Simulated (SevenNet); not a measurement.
# Rhombohedral A7 Bi

Method: the machine-learned potential SevenNet-0 (trained on PBE and PBE+U data).

Cell (relaxed at this level):

```
Bi
1.0
    2.30427     1.33037     3.90542
   -2.30427     1.33037     3.90542
    0.00000    -2.66074     3.90542
Bi
2
Direct
  0.76286   0.76286   0.76286
  0.23714   0.23714   0.23714
```

```yaml
lattice_parameter_a: 4.609 Å
lattice_parameter_c: 11.716 Å
volume_per_atom: 35.92 Å³/atom
```

Measured, for comparison: lattice constant a 4.533 Å, lattice parameter c 11.796 Å (low temperature, zero-point motion not removed, hexagonal setting; as tabulated in Arnaud et al. (2016), arXiv:1602.08959). Computed (rounded) less measured: lattice constant a +1.7 %, lattice parameter c -0.7 %.

A machine-learned potential is trained on density-functional data: it inherits that level's misses and adds fitting errors of its own.
